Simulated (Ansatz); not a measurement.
The same path of BFH2 + H2S (7 atoms, charge 0, multiplicity 1) was run twice with different band settings. Lost on the way: B1–F2, S5–H7. Made: B1–S5, F2–H7.

All numbers below come from RKS B3LYP-D4/def2-SVP in Ansatz.

Relaxed end points:

```xyz
7
Properties=species:S:1:pos:R:3
B 0.004 0.162 -0.039
F -0.569 0.547 1.114
H 1.205 0.271 -0.128
H -0.713 0.045 -1.005
S 0.124 -2.340 0.349
H -1.160 -2.467 0.757
H 0.581 -2.247 1.619
```

```xyz
7
Properties=species:S:1:pos:R:3
B 0.146 -0.526 -0.418
F -0.162 0.102 2.187
H 1.198 0.046 -0.481
H -0.897 -0.043 -0.754
S 0.243 -2.245 0.102
H -1.071 -2.567 0.027
H 0.015 -0.796 2.005
```

Common settings: movable images 5; climbing image yes; optimiser quadratic models (default); start path through a guess of the saddle point; force threshold 0.03 eV/Å; iteration limit 60; end points relaxed.

| run | spring |
| --- | --- |
| 1 | 5.0 eV/Å² |
| 2 | 50.0 eV/Å² |

**Question.** What does each run give, and how far can it be trusted?

**Answer.** Run 1: converged after 15 iterations, highest image 1.063 eV above the first end. A vibrational analysis at the climbing image gives one clearly imaginary mode, 899i cm⁻¹: a first-order saddle point.
Run 2: converged after 11 iterations, highest image 1.063 eV above the first end. Another band between the same ends (5 images) ends at a top of the same energy, where a vibrational analysis finds 1 clearly imaginary mode.
The orbitals stay closed-shell, which can raise the energy where a bond breaks towards radicals; this wasn't checked here.
